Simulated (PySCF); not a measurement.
Shieldings and the share of exact exchange

Molecule: `CC(C)(C)CF`, C$_{5}$H$_{11}$F.

Molfile (atoms numbered from 1):
```
C5H11F
     RDKit          3D

 17 16  0  0  0  0  0  0  0  0999 V2000
   -0.6180    0.5918   -1.2827 C   0  0  0  0  0  0  0  0  0  0  0  0
   -0.0049   -0.0072   -0.0179 C   0  0  0  0  0  0  0  0  0  0  0  0
   -0.8875   -1.1374    0.5136 C   0  0  0  0  0  0  0  0  0  0  0  0
    1.4010   -0.5345   -0.3084 C   0  0  0  0  0  0  0  0  0  0  0  0
    0.0816    1.0962    1.0303 C   0  0  0  0  0  0  0  0  0  0  0  0
    0.6312    0.6261    2.1998 F   0  0  0  0  0  0  0  0  0  0  0  0
   -0.7080   -0.1755   -2.0672 H   0  0  0  0  0  0  0  0  0  0  0  0
    0.0026    1.4082   -1.6857 H   0  0  0  0  0  0  0  0  0  0  0  0
   -1.6268    0.9924   -1.0925 H   0  0  0  0  0  0  0  0  0  0  0  0
   -0.4856   -1.5338    1.4575 H   0  0  0  0  0  0  0  0  0  0  0  0
   -0.9435   -1.9644   -0.2111 H   0  0  0  0  0  0  0  0  0  0  0  0
   -1.9141   -0.7846    0.7032 H   0  0  0  0  0  0  0  0  0  0  0  0
    1.8747   -0.9053    0.6122 H   0  0  0  0  0  0  0  0  0  0  0  0
    1.3672   -1.3608   -1.0352 H   0  0  0  0  0  0  0  0  0  0  0  0
    2.0437    0.2569   -0.7266 H   0  0  0  0  0  0  0  0  0  0  0  0
   -0.9241    1.4930    1.2571 H   0  0  0  0  0  0  0  0  0  0  0  0
    0.7102    1.9276    0.6644 H   0  0  0  0  0  0  0  0  0  0  0  0
  1  2  1  0
  2  3  1  0
  2  4  1  0
  2  5  1  0
  5  6  1  0
  1  7  1  0
  1  8  1  0
  1  9  1  0
  3 10  1  0
  3 11  1  0
  3 12  1  0
  4 13  1  0
  4 14  1  0
  4 15  1  0
  5 16  1  0
  5 17  1  0
M  END
```

GIAO shieldings (ppm, equivalent atoms averaged) in PySCF 2.14.0 with density-fitted response routines on the PBE0-D3(BJ)/def2-SVP geometry, basis pcSseg-1, gas phase, non-relativistic:

| functional | exact exchange (%) | σ(C5) | σ(C2) | σ(F6) |
| --- | --- | --- | --- | --- |
| BLYP | 0 | 77.1 | 139.1 | 403.4 |
| BP86 | 0 | 82.8 | 144.5 | 406.8 |
| PBE | 0 | 83.1 | 145.3 | 405.5 |
| B3LYP | 20 | 83.8 | 145.1 | 417.0 |
| mPW1PW91 | 25 | 90.4 | 151.3 | 421.6 |
| BHandHLYP | 50 | 92.6 | 152.8 | 432.7 |
| HF | 100 | 106.8 | 164.8 | 452.0 |

**Question.** Fit each shielding as a line in the percentage of exact exchange.

**Answer.** σ(C5) = 81.0 + 0.26 x (rms 2.4 ppm); σ(C2) = 143.0 + 0.22 x (rms 2.3 ppm); σ(F6) = 406.6 + 0.47 x (rms 2.1 ppm). The functionals also differ in their semilocal parts, which the line can't hold; Hartree–Fock has no correlation at all.

**Question.** What does the line predict for PBE0 (25 %), and what does the run give?

**Answer.** σ(C5): 87.5 predicted, 91.1 computed; σ(C2): 148.5 predicted, 152.2 computed; σ(F6): 418.4 predicted, 421.4 computed ppm.
